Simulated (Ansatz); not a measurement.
in.yaml

```yaml
crystal:
  periodic: [false, false, false]
  atoms:
    - {symbol: Al, position_ang: [0.000000, 0.000000, 0.000000]}
    - {symbol: Ga, position_ang: [0.000000, 0.000000, 3.240300]}
basis:
  gaussian: {orbitals: aug-cc-pVDZ}
total_charge: 1
magnetization: {spin_polarized: false, initial_magnetization: 3}
correlation: {method: ccsd_t, electrons: outside_noble_gas}
```

```sh
$ ansatz run in.yaml --threads 1 --pin off --events-out ev --progress --plain --max-ram 2393MiB
```

(1) Roughly how long does this take on 1 thread of Arm Neoverse V2, shared host, and how much host memory?

```
683 factors; integrals over basis functions are off by at most 7.2e-4 eV
mean field evaluation 1: about -58905.7430 eV, gradient 4.7e0 eV
mean field evaluation 2: about -58905.7612 eV, gradient 4.6e0 eV
mean field evaluation 4: about -58906.6019 eV, gradient 2.2e0 eV
mean field evaluation 8: about -58907.1945 eV, gradient 8.0e-1 eV
mean field evaluation 16: about -58907.2313 eV, gradient 6.3e-3 eV
mean field evaluation 32: about -58907.2293 eV, gradient 1.7e-1 eV
mean field evaluation 64: about -58900.0051 eV, gradient 1.3e1 eV
mean field evaluation 96: about -58904.5748 eV, gradient 6.7e0 eV
mean field evaluation 128: about -58907.2313 eV, gradient 2.7e-6 eV
mean field evaluation 160: about -58907.1781 eV, gradient 9.7e-1 eV
...
mean field evaluation 544: about -58904.3656 eV, gradient 9.6e-1 eV
mean field evaluation 576: about -58903.1089 eV, gradient 3.0e0 eV
mean field evaluation 608: about -58905.1283 eV, gradient 6.8e0 eV
mean field evaluation 640: about -58902.7693 eV, gradient 9.0e0 eV
mean field evaluation 672: about -58907.2313 eV, gradient 3.0e-4 eV
mean field evaluation 704: about -58906.4822 eV, gradient 1.1e-3 eV
mean field evaluation 736: about -58904.3985 eV, gradient 4.1e-4 eV
mean field -58907.23132595 eV, -2164.8008224733 hartree, gradient 2.7e-6 eV, S^2 3.750000; 16 other end points of the search recorded, 0 dependent functions left out
mean field evaluation 768: about -58906.5096 eV, gradient 7.0e-2 eV
determinant -58907.23132595 eV, -2164.8008224733 hartree, with singles and doubles -58908.84672585 eV, -2164.8601873245 hartree
determinant -58906.50272835 eV, -2164.7740470053 hartree, with singles and doubles -58908.12841087 eV, -2164.8337897360 hartree
determinant -58906.48221965 eV, -2164.7732933246 hartree, with singles and doubles -58908.28156591 eV, -2164.8394180798 hartree
determinant -58906.15784835 eV, -2164.7613728989 hartree, with singles and doubles -58908.66378531 eV, -2164.8534643835 hartree
determinant -58905.74133872 eV, -2164.7460664524 hartree, with singles and doubles -58907.51055033 eV, -2164.8110837799 hartree
determinant -58905.35382958 eV, -2164.7318257542 hartree, with singles and doubles -58907.02939934 eV, -2164.7934018071 hartree
determinant -58905.29399747 eV, -2164.7296269646 hartree, with singles and doubles -58907.66569968 eV, -2164.8167854131 hartree
determinant -58904.89907518 eV, -2164.7151138384 hartree, with singles and doubles -58907.22074162 eV, -2164.8004335061 hartree
determinant -58904.39854698 eV, -2164.6967197661 hartree, with singles and doubles -58906.00084809 eV, -2164.7556032458 hartree
determinant -58907.23132595 eV, -2164.8008224733 hartree, with singles and doubles -58908.86063840 eV, -2164.8606986013 hartree
determinant -58906.15784835 eV, -2164.7613728989 hartree, with singles and doubles -58908.74578581 eV, -2164.8564778466 hartree
mean field evaluation 800: about -58907.2313 eV, gradient 1.6e-6 eV
19 core orbitals not correlated: weight in the atoms' cores, before any rotation towards them, 1.000 or more for the frozen orbitals, at most 0.000 for the correlated occupied ones
reference -58907.23132595 eV, -2164.8008224733 hartree; 4, 1 occupied and 40, 43 virtual orbitals, 683 factors
second order -1.04182616 eV of doubles, -0.03816663 eV of singles
cycle   1  -1.62931269 eV  change   -2.4e-7 eV  update   2.2e-6
perturbative correction -0.04421864 eV, -0.0016250052 hartree
Total energy: -58908.90485729 eV, -2164.8623236154 hartree
```

For the same geometry and basis full CI lies 48.2 meV lower.

## Answers

(1) 15 s wall and 0.17 GiB.
